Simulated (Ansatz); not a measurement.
# Oxygen (O2) (triplet): one species, many methods

The task here is to estimate one member of a computed series from the others.

The runs use Ansatz 0.2.0, Gaussian basis; functionals in def2-TZVPP, the program's frozen cores in correlated methods.

Levels to be run: LDA (SPW92), PBE-D4, revPBE-D4, BLYP-D4, r2SCAN-D4, B97M-V, PBE0-D4, B3LYP-D4, r2SCANh-D4, r2SCAN0-D4, HSE06-D4, BHLYP-D4, CAM-B3LYP-D4, LC-ωPBE, ωB97X-V, ωB97M-V, B2PLYP, PBE-QIDH; CCSD(T)/def2-SVP; CCSD(T)/def2-TZVPP; CCSD(T)/def2-QZVPP; extrapolation to the limit; RPA on PBE.

## Structure used throughout

The geometry comes from an earlier relaxation with PBE0-D4 in a triple-zeta def2 set; it is a stationary point.

SMILES `O=O`, 2 atoms, charge 0, spin multiplicity 3.

Atoms are counted from 1 here; the program's logs count them from 0.

Bond lengths: O1–O2 1.193 Å.

Set-up of the first run:

in.yaml

```yaml
crystal:
  periodic: [false, false, false]
  atoms:
    - {symbol: O, position_ang: [0.509551, -0.164853, 0.262450]}
    - {symbol: O, position_ang: [-0.509551, 0.164853, -0.262450]}
basis:
  gaussian: {orbitals: def2-TZVPP}
magnetization: {spin_polarized: true, initial_magnetization: 2}
hamiltonian: {xc: lda}
output: {orbitals: {seedname: orbitals}}
```

Command:

```console
ansatz run in.yaml --threads 2 --pin off --events-out ev --progress --plain --max-ram 32768MiB --backend cpu
```

Among the steps run: LDA; PBE-D4 (GGA); revPBE-D4 (GGA); BLYP-D4 (GGA); r2SCAN-D4 (meta-GGA); B97M-V (meta-GGA); B3LYP-D4 (hybrid); r2SCANh-D4 (hybrid); r2SCAN0-D4 (hybrid); HSE06-D4 (hybrid); BHLYP-D4 (hybrid); CAM-B3LYP-D4 (range-separated); LC-ωPBE (range-separated); ωB97X-V (range-separated); ωB97M-V (range-separated); B2PLYP (double hybrid); PBE-QIDH (double hybrid).

One of the session's tables, all rows but one given; the rest of the session is left out.

It belongs to the step «Frontier levels by functional». 

| functional | HOMO (eV) | LUMO (eV) | gap (eV) |
| --- | --- | --- | --- |
| LDA (SPW92) | -6.75 | -4.68 | 2.07 |
| PBE-D4 | -6.61 | -4.29 | 2.32 |
| revPBE-D4 | ? | ? | ? |
| BLYP-D4 | -6.59 | -4.29 | 2.31 |
| r2SCAN-D4 | -7.27 | -3.83 | 3.44 |
| B97M-V | -7.24 | -3.86 | 3.38 |
| PBE0-D4 | -8.84 | -2.71 | 6.13 |
| B3LYP-D4 | -8.53 | -3.23 | 5.30 |
| r2SCANh-D4 | -8.10 | -3.24 | 4.86 |
| r2SCAN0-D4 | -9.36 | -2.38 | 6.98 |
| HSE06-D4 | -8.43 | -3.11 | 5.32 |
| BHLYP-D4 | -11.10 | -1.19 | 9.91 |
| CAM-B3LYP-D4 | -10.46 | -1.52 | 8.93 |
| LC-ωPBE | -11.72 | -0.09 | 11.63 |
| ωB97X-V | -11.34 | -0.22 | 11.11 |
| ωB97M-V | -11.20 | -0.30 | 10.90 |

Q: Estimate the row for revPBE-D4 from the others.

The run gave: HOMO (eV): -6.54; LUMO (eV): -4.16; gap (eV): 2.38. In the column «HOMO (eV)» it is the highest.
